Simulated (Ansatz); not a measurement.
# How far each method lies from UCCSDT(Q) for Al2SiH, quartet

Geometry: that of the Al2SiH, doublet, kept fixed.

```xyz
4

Al    0.0000    0.3660    1.4113
Si    0.0000   -1.2164   -0.2424
Al    0.0000    0.8569   -1.2633
H     0.0000    1.1585    2.7895
```

Basis cc-pVTZ; Ansatz 0.2.0. Correlated methods freeze the noble-gas cores, which leaves 11 electrons in 101 orbitals. R marks a restricted (for open shells ROHF) determinant, U an unrestricted one.

Full CI isn't at hand for all of this; UCCSDT(Q) serves as the reference, and is uncertain by about the last step of the cluster series. The frozen core follows each run's orbitals, which can shift R against U totals by a few meV.

```
UHF ⟨S²⟩                          : 3.789
T1 diagnostic (RCCSD)             : 0.0322
largest doubles amplitude (RCCSD) : 0.050
T1 diagnostic (UCCSD)             : 0.0264
```

Question: From what is known of these methods and the diagnostics, rank them by the size of their error in total energy against UCCSDT(Q) in cc-pVTZ, smallest first (an estimate: the text doesn't fix the numbers).
A. RHF
B. RCCSD
C. RCCSDT(Q)
D. RCCSDT
E. UCCSD(T)

Answer: C (0.2 kJ/mol), D (4.1 kJ/mol), E (8.9 kJ/mol), B (51.8 kJ/mol), A (710.5 kJ/mol).

All errors are against UCCSDT(Q) in cc-pVTZ. Within each family the higher level lies nearer, as is usual though not guaranteed.
